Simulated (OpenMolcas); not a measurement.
**How methods differ on SiH3Cl (chlorosilane)**

SiH3Cl has 5 atoms, charge 0, and is taken as a singlet. As SMILES, `[SiH3]Cl`. The shape is that of a PBE0-D4/def2-TZVP optimisation.

```tsv
atom	x (Å)	y (Å)	z (Å)
Si	-0.1120	0.0186	-0.0309
Cl	1.8383	-0.5135	0.3299
H	-0.9509	-0.4883	1.0791
H	-0.5347	-0.5857	-1.3149
H	-0.1908	1.4954	-0.1047
```

Quantity: the energy change with the Si1–H4 bond stretched from 1.481 to 2.591 Å, in eV. The values are calculated.

```csv
level,kind,program,value (eV),CPU time (all runs)
HF/STO-3G (restricted),Hartree–Fock,OpenMolcas,6.34,2.7 s
SVWN5/STO-3G (restricted),LDA,OpenMolcas,4.59,7.2 s
PBE0/STO-3G (restricted),global hybrid,OpenMolcas,5.00,8.7 s
"CASPT2(2,2)/STO-3G",multireference,OpenMolcas,?,3.3 s
"CASSCF(2,2)/STO-3G",multireference,OpenMolcas,4.10,3.3 s
"SC-NEVPT2(2,2)/STO-3G",multireference,OpenMolcas,?,3.4 s
CISD/STO-3G (restricted),coupled cluster or CI,OpenMolcas,4.37,3.5 s
FCI/STO-3G,exact in the basis,OpenMolcas,4.07,20 s
```

Q: Estimate what the levels marked ? give.

A: As computed at these levels: CASPT2(2,2)/STO-3G: 4.08 eV; SC-NEVPT2(2,2)/STO-3G: 4.09 eV. Spin-restricted single references rise too steeply as a bond breaks, Hartree–Fock most of all. The first shape isn't each level's own minimum. The values span 4.07 to 6.34 eV. All rows use very small basis sets, so even the best lies far from the true value. Times are those of the runs behind each value, whatever else they computed, on shared processors of several kinds: orders of magnitude only.
